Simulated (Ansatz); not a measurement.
# NH₂O (quartet): wave-function methods side by side at distance O1–H3 along a hydrogen transfer = 0.994 Å, cc-pVTZ

The task here is to estimate one member of a computed series from the others.

Computed with Ansatz 0.2.0, Gaussian basis. Level: cc-pVTZ, core rule «outside noble gas», up to 2 orbitals frozen.

Plan: UHF; CCSD(T) on ROHF; CCSD(T) on UHF; BCCD(T) on ROHF; CCSDT(Q) on ROHF; CCSDT(Q) on UHF; CASSCF and NEVPT2, 5 electrons in 5 orbitals; CASSCF and NEVPT2, 13 electrons in 10 orbitals.

3 further runs of the same task are left out: 3 that didn't finish.

### What is computed

The geometry derives from fragments relaxed apart (PBE0/def2-TZVP) and kept rigid, so it is no stationary point. A hydrogen atom is moved between rigid fragments.

4 atoms, charge 0, spin multiplicity 4.

Atoms are counted from 1 here; the program's logs count them from 0.

Bond lengths: O1–H2 0.960 Å, O1–H3 0.994 Å, H3–N4 1.247 Å. Angles: H2–O1–H3 105.1°, O1–H3–N4 180.0°.

Geometry (Å):

```
O    -1.0037   -0.0292    0.0000
H    -1.2530    0.8974    0.0000
H    -0.0097   -0.0292    0.0000
N     1.2373   -0.0292    0.0000
```

The first run:

Contents of in.yaml:

```yaml
crystal:
  periodic: [false, false, false]
  atoms:
    - {symbol: O, position_ang: [-1.003674, -0.029165, 0.000000]}
    - {symbol: H, position_ang: [-1.252983, 0.897410, 0.000000]}
    - {symbol: H, position_ang: [-0.009674, -0.029165, 0.000000]}
    - {symbol: N, position_ang: [1.237326, -0.029165, 0.000000]}
basis:
  gaussian: {orbitals: cc-pVTZ}
magnetization: {spin_polarized: true, initial_magnetization: 3}
hamiltonian: {xc: hf}
output: {orbitals: {seedname: orbitals}}
```

The run is started by

```
ansatz run in.yaml --threads 1 --pin off --events-out ev --progress --plain --max-ram 8192MiB --backend cpu
```

Steps of the session up to this table: UHF; CCSD(T) on ROHF; CCSD(T) on UHF; BCCD(T) on ROHF; CCSDT(Q) on ROHF; CCSDT(Q) on UHF; CASSCF and NEVPT2, 5 electrons in 5 orbitals; CASSCF and NEVPT2, 13 electrons in 10 orbitals.

One of the session's tables, all rows but one given; the rest of the session is left out.

| method | from UCCSDT(Q) (meV) |
| --- | --- |
| ROHF | +11257.2 |
| UHF | +11078.9 |
| RMP2 | +948.6 |
| UMP2 | +929.2 |
| RCCSD | +373.1 |
| UCCSD | ? |
| RCCSD(T) | +34.5 |
| UCCSD(T) | +31.7 |
| BCCD(T) | +33.9 |
| RCCSDT | +18.7 |
| UCCSDT | +15.4 |
| RCCSDT(Q) | +5.1 |
| UCCSDT(Q) | 0 |
| CASSCF pair | +10681.2 |
| NEVPT2 pair | +1025.1 |
| CASSCF valence | +9661.4 |
| NEVPT2 valence | +1469.8 |

Q: Estimate the row for UCCSD from the others.

The run gave: from UCCSDT(Q) (meV): +366.1. In the column «from UCCSDT(Q) (meV)» it lies between RCCSD(T) (+34.5) and RCCSD (+373.1).

Limits of these values: Restricted and unrestricted rows rest on different reference determinants; where their highest levels disagree by more than a few hundredths of an eV, they describe different states and don't form one ladder.
